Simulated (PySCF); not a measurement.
Calculation: CAM-B3LYP-D3(BJ)/def2-TZVP run with PySCF 2.14.0. All species are isolated molecules in the gas phase. One relaxed conformer stands for a flexible species; it need not be the lowest. Delta-SCF ions had no search for a lower state. Excitations are Tamm–Dancoff values on a coarser integration grid. The basis has no diffuse functions, so Rydberg states are missing or too high.

Reference species (SMILES): `FC(F)(F)F` (neutral, multiplicity 1).

The S1 oscillator strength is 0.000, the vertical ionisation energy (Delta-SCF) comes out as 15.94 eV and the HOMO–LUMO gap comes out as 17.68 eV. The S1 excitation (TDA) is 13.54 eV.

Changed species: `FC(S)(S)S` (3 of 4 F replaced by SH; the reference has 0 of 4 F replaced by SH).

**Question.** Predict the effect on the S1 oscillator strength, vertical ionisation energy (Delta-SCF), HOMO–LUMO gap and S1 excitation (TDA).

**Answer.** the S1 oscillator strength hardly moves; the vertical ionisation energy (Delta-SCF) falls by 6.28 eV, to 9.66 eV; the HOMO–LUMO gap drops by 8.83 eV, to 8.85 eV; the S1 excitation (TDA) drops by 8.57 eV, to 4.97 eV.
